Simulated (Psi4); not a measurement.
# MgNH3S (SMILES [NH2][Mg][SH]): levels of theory compared

We compute a comparison of 4 runs (HF/def2-SVP, B3LYP/6-31G*, PBE/6-311G**) of MgNH3S. 

The results are computed with Psi4 1.11.

5 further runs of the same task are left out: 3 that didn't finish, 2 set aside as unsound or not needed.

### 1 The molecule

MgNH3S: 6 atoms, total charge 0, spin state singlet. As SMILES, `[NH2][Mg][SH]`. The shape is that of a PBE0-D4/def2-TZVP optimisation.

Bond lengths: N1–Mg2 1.879 Å, Mg2–S3 2.290 Å, N1–H4 1.009 Å, N1–H5 1.009 Å, S3–H6 1.345 Å. Angles: N1–Mg2–S3 179.2°, Mg2–N1–H4 126.4°, Mg2–N1–H5 126.4°, Mg2–S3–H6 92.8°, H4–N1–H5 107.3°.

### 2 Energy and forces at HF/def2-SVP (run 1)

File calc.in:

```
memory 1600 MB

molecule molecule1 {
  0 1
  N     -1.94981942     0.36585098    -2.10798949
  Mg     0.08843918    -0.00094486     0.77648846
  S      2.52788664    -0.43558187     4.32482721
  H     -2.22704224     1.97022846    -3.09971776
  H     -2.96365748    -1.00684608    -2.95798830
  H      4.60375078    -1.01364909     2.97726351
  units bohr
  symmetry c1
}

set globals {
  basis def2-SVP
  reference rhf
  puream true
  e_convergence 1e-09
  d_convergence 1e-08
  scf_type pk
}

energy_value, wavefunction = gradient('scf', return_wfn=True)
oeprop(wavefunction, 'QUADRUPOLE', 'MAYER_INDICES', 'WIBERG_LOWDIN_INDICES')
```

Launch:

```
$ psi4 -i calc.in -o calc.out -n 1
```

calc.out:

```text
[...]
  Running in c1 symmetry.
[...]
  Nuclear repulsion =  107.954577236883964
[...]
  Multiplicity = 1
[...]
  Nalpha       = 19
  Nbeta        = 19
[...]
    Number of basis functions: 65
[...]
   @RHF iter   1:  -652.98761077304619   -7.90434e-01   8.82703e-03 DIIS/ADIIS
[...]
   @RHF iter  11:  -653.16067973568272   -1.53477e-11   8.06627e-09 DIIS
[...]
  @RHF Final Energy:  -653.16067973568272
   => Energetics <=
    Nuclear Repulsion Energy =            107.9545772368839636
    One-Electron Energy =               -1121.1227608560870976
    Two-Electron Energy =                 360.0075038835203145
    Total Energy =                       -653.1606797356828338
[...]
  -Total Gradient:
     Atom            X                  Y                   Z
    ------   -----------------  -----------------  -----------------
       1        0.002881580670    -0.000456667771     0.004839690544
       2        0.003795612876    -0.000806028766     0.002743066262
       3       -0.006484250473     0.001499595215    -0.002197893318
       4        0.000235786517     0.004193673186    -0.001374885709
       5       -0.001792595087    -0.003949674142    -0.001005728952
       6        0.001363865503    -0.000480897723    -0.003004248825
[...]
 Multipole Moments:
 ------------------------------------------------------------------------------------
     Multipole            Electronic (a.u.)      Nuclear  (a.u.)        Total (a.u.)
 ------------------------------------------------------------------------------------
 L = 1.  Multiply by 2.5417464519 to convert [e a0] to [Debye]
 Dipole X            :          1.2149047           -1.3897568           -0.1748521
 Dipole Y            :         -0.1467753            0.1518444            0.0050691
 Dipole Z            :          3.2232987           -4.0268036           -0.8035049
 Magnitude           :                                                    0.8223254
 L = 2.  Multiply by 1.3450342976 to convert [e a0^2] to [Debye ang]
 Quadrupole XX       :       -166.6906996          144.3657772          -22.3249224
 Quadrupole XY       :         25.6221288          -25.4800164            0.1421124
[...]
```

It took 1.9 s on 1 thread of Intel Xeon 6975P-C (Granite Rapids), shared host; peak memory 0.21 GiB.

### 3 Energy and gradient at B3LYP/6-31G(d) (spherical functions) (run 2)

File input.dat:

```
memory 1.6 GB

molecule geom {
  0 1
  N     -1.031800     0.193600    -1.115500
  Mg     0.046800    -0.000500     0.410900
  S      1.337700    -0.230500     2.288600
  H     -1.178500     1.042600    -1.640300
  H     -1.568300    -0.532800    -1.565300
  H      2.436200    -0.536400     1.575500
  units angstrom
  symmetry c1
  no_reorient
  no_com
}

set {
  basis                6-31G*
  puream               true
  e_convergence        1e-09
  d_convergence        1e-08
  scf_type             pk
  dft_radial_points    99
  dft_spherical_points 590
}

e_tot, wfn = gradient('b3lyp', return_wfn=True)
oeprop(wfn, 'MAYER_INDICES', 'LOWDIN_CHARGES', 'MULLIKEN_CHARGES', title='B3LYP')
```

Launch:

```
$ psi4 input.dat output.dat -n 1
```

output.dat:

```text
[...]
  Running in c1 symmetry.
[...]
  Nuclear repulsion =  107.954577225195209
[...]
  Multiplicity = 1
[...]
  Nalpha       = 19
  Nbeta        = 19
[...]
    Number of basis functions: 56
[...]
   @RKS iter   1:  -654.43977346583324   -1.78837e-01   1.68770e-02 ADIIS/DIIS
[...]
   @RKS iter  12:  -654.88058277189918   -1.02318e-12   1.55693e-09 DIIS
[...]
    Orbital Energies [Eh]
    ---------------------
    Doubly Occupied:
       1A    -88.824893     2A    -46.813779     3A    -14.270443
       4A     -7.904614     5A     -5.868274     6A     -5.863333
       7A     -5.860415     8A     -3.111492     9A     -1.857860
      10A     -1.857088    11A     -1.850856    12A     -0.787786
      13A     -0.692069    14A     -0.441978    15A     -0.386826
      16A     -0.349081    17A     -0.280933    18A     -0.243279
      19A     -0.218662
[...]
  @RKS Final Energy:  -654.88058277189918
   => Energetics <=
    Nuclear Repulsion Energy =            107.9545772251952087
    One-Electron Energy =               -1121.7493456406596124
    Two-Electron Energy =                 399.5073222028183864
    DFT Exchange-Correlation Energy =     -40.5931365592531677
    Empirical Dispersion Energy =           0.0000000000000000
    VV10 Nonlocal Energy =                  0.0000000000000000
    Total Energy =                       -654.8805827718991850
[...]
 Multipole Moments:
 ------------------------------------------------------------------------------------
     Multipole            Electronic (a.u.)      Nuclear  (a.u.)        Total (a.u.)
 ------------------------------------------------------------------------------------
 L = 1.  Multiply by 2.5417464519 to convert [e a0] to [Debye]
 Dipole X            :        -27.5125652           27.2717716           -0.2407936
 Dipole Y            :          4.4875095           -4.4699582            0.0175513
 Dipole Z            :        -61.5623980           60.6787279           -0.8836701
 Magnitude           :                                                    0.9160581
[...]
  -Total Gradient:
     Atom            X                  Y                   Z
    ------   -----------------  -----------------  -----------------
       1       -0.000903024978     0.000182989591    -0.001364413099
       2        0.000679334151    -0.000145064348     0.000432237839
       3        0.001679609459    -0.000673255435    -0.005391434926
       4        0.000294306167    -0.004626500525     0.002252011146
       5        0.002444600393     0.004116210232     0.001817935144
       6       -0.004192156400     0.001145260153     0.002260001874
[...]
```

It took 7.5 s on 1 thread of Intel Xeon 6975P-C (Granite Rapids), shared host; peak memory 0.67 GiB.

Run 3 isn't shown in full; the table further down has it.

### 4 A single-point energy at PBE/6-311G(d,p) (run 4)

File h3mgns.xyz:

```xyz
6
H3MgNS
N     -1.031800     0.193600    -1.115500
Mg     0.046800    -0.000500     0.410900
S      1.337700    -0.230500     2.288600
H     -1.178500     1.042600    -1.640300
H     -1.568300    -0.532800    -1.565300
H      2.436200    -0.536400     1.575500
```

File run.py:

```python
import psi4

psi4.set_memory('1600 MB')
psi4.set_num_threads(1)
psi4.core.set_output_file('psi4.out', False)

with open('h3mgns.xyz') as f:
    atoms = ''.join(f.readlines()[2:])
mol = psi4.geometry('0 1\n' + atoms + 'symmetry c1')

psi4.set_options({
    'reference': 'rks',
    'puream': True,
    'e_convergence': 1e-09,
    'd_convergence': 1e-08,
    'scf_type': 'pk',
    'dft_radial_points': 99,
    'dft_spherical_points': 590,
})

e_tot, wfn = psi4.energy('pbe/6-311G**', molecule=mol, return_wfn=True)
psi4.oeprop(wfn, 'MULLIKEN_CHARGES', 'WIBERG_LOWDIN_INDICES', 'LOWDIN_CHARGES', title='PBE')
print(f'total energy {e_tot:.8f} hartree = {e_tot * 27.211386:.5f} eV')
```

Launch:

```
$ python run.py
```

psi4.out:

```text
[...]
  Running in c1 symmetry.
[...]
  Nuclear repulsion =  107.954577225195223
[...]
  Multiplicity = 1
[...]
  Nalpha       = 19
  Nbeta        = 19
[...]
    Number of basis functions: 88
[...]
   @RKS iter   1:  -653.92586335126077   -3.13194e-02   1.44764e-02 DIIS/ADIIS
[...]
   @RKS iter  13:  -654.54935438456073   -8.29914e-12   8.21309e-09 DIIS
[...]
    Orbital Energies [Eh]
    ---------------------
    Doubly Occupied:
       1A    -88.007555     2A    -46.203389     3A    -13.919517
       4A     -7.644093     5A     -5.665931     6A     -5.660804
       7A     -5.657481     8A     -2.929962     9A     -1.725305
      10A     -1.724337    11A     -1.716559    12A     -0.715959
      13A     -0.630618    14A     -0.396199    15A     -0.349262
      16A     -0.309060    17A     -0.252164    18A     -0.215147
      19A     -0.185122
[...]
  @RKS Final Energy:  -654.54935438456073
   => Energetics <=
    Nuclear Repulsion Energy =            107.9545772251952229
    One-Electron Energy =               -1121.7697974905875071
    Two-Electron Energy =                 409.1912515290696888
    DFT Exchange-Correlation Energy =     -49.9253856482379845
    Empirical Dispersion Energy =           0.0000000000000000
    VV10 Nonlocal Energy =                  0.0000000000000000
    Total Energy =                       -654.5493543845607292
[...]
 Multipole Moments:
 ------------------------------------------------------------------------------------
     Multipole            Electronic (a.u.)      Nuclear  (a.u.)        Total (a.u.)
 ------------------------------------------------------------------------------------
 L = 1.  Multiply by 2.5417464519 to convert [e a0] to [Debye]
 Dipole X            :          1.1346069           -1.3897568           -0.2551499
 Dipole Y            :         -0.1307474            0.1518444            0.0210970
 Dipole Z            :          3.1430393           -4.0268036           -0.8837643
 Magnitude           :                                                    0.9201011
[...]
  Mulliken Charges: (a.u.)
   Center  Symbol    Alpha    Beta     Spin     Total
       1     N     3.87297  3.87297  0.00000 -0.74595
       2    MG     5.70162  5.70162  0.00000  0.59675
       3     S     8.17702  8.17702  0.00000 -0.35403
       4     H     0.39327  0.39327  0.00000  0.21345
       5     H     0.39327  0.39327  0.00000  0.21345
       6     H     0.46184  0.46184  0.00000  0.07632
   Total alpha = 19.00000, Total beta = 19.00000, Total charge = -0.00000
  Lowdin Charges: (a.u.)
   Center  Symbol    Alpha    Beta     Spin     Total
[...]
```

On the terminal:

```text
total energy -654.54935438 hartree = -17811.19514 eV
```

It took 8.4 s on 1 thread of Intel Xeon 6975P-C (Granite Rapids), shared host; peak memory 0.91 GiB.

### 5 Overview of the runs

| run | level | integration grid | Cartesian functions | energy (Eh) | dipole moment (D) | HOMO energy (eV) | LUMO energy (eV) | wall time |
| --- | --- | --- | --- | --- | --- | --- | --- | --- |
| 1 | HF/def2-SVP | – | no | -653.160680 | 2.09 | -9.64 | 1.09 | 1.9 s |
| 2 | B3LYP/6-31G* (spherical functions) | 99 radial × 590 angular | no | -654.880583 | 2.33 | -5.95 | -1.23 | 7.5 s |
| 3 | B3LYP/6-31G* (Cartesian functions) | 99 radial × 590 angular | yes | -654.885773 | 2.33 | -5.95 | -1.23 | 7.8 s |
| 4 | PBE/6-311G** | 99 radial × 590 angular | no | -654.549354 | 2.34 | -5.04 | -1.78 | 8.4 s |

### 6 What came out

```
            quantity          value
 run 4: total energy  -654.54935 Eh
run 4: dipole moment         2.34 D
  run 4: HOMO energy       -5.04 eV
  run 4: LUMO energy       -1.78 eV
run 4: HOMO–LUMO gap        3.26 eV
```

In words: The dipole moment (its size) runs from 2.09 D (HF/def2-SVP) to 2.34 D (PBE/6-311G**). The two ends differ in method and basis. The HOMO–LUMO gap runs from 3.26 eV (PBE/6-311G**) to 10.72 eV (HF/def2-SVP). Totals of different functionals can't be ranked against each other. All runs together took 26 s, the longest 8.4 s.
